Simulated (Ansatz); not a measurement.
Consider the substitution at a C–O bond: `OCOCO` + `NCS` → `NCSCO` + `OCO`.

Gas-phase electronic energies from Ansatz, PBE0-D4/def2-TZVP geometries. CBS: MP2 limit from def2 TZ/QZ plus the TZ coupled-cluster correction, frozen cores. This one scheme is used for every species. DFT in def2-TZVPP. One conformer a species, not always the lowest.

```
species  r2SCAN energy (Eh)
`OCOCO`          -305.45014
  `NCS`          -494.01275
`NCSCO`          -608.53668
  `OCO`          -190.93686
```

Problem. Work out ΔE.

Solution. ΔE = (-608.53668) + (-190.93686) − (-305.45014) − (-494.01275) = -0.01065 Eh = -28.0 kJ/mol. CCSD(T)/CBS gives -26.9 kJ/mol.

Largest T1 diagnostic among the species: 0.012.

From PBE to PBE0 (25 % exact exchange), in def2-TZVPP and without D4, ΔE moves by +3.5 kJ/mol. In def2-TZVPP, CCSD(T) changes the Hartree–Fock value by −8.3 kJ/mol (the triples alone add −2.0 kJ/mol) and MP2 by −14.7 kJ/mol.
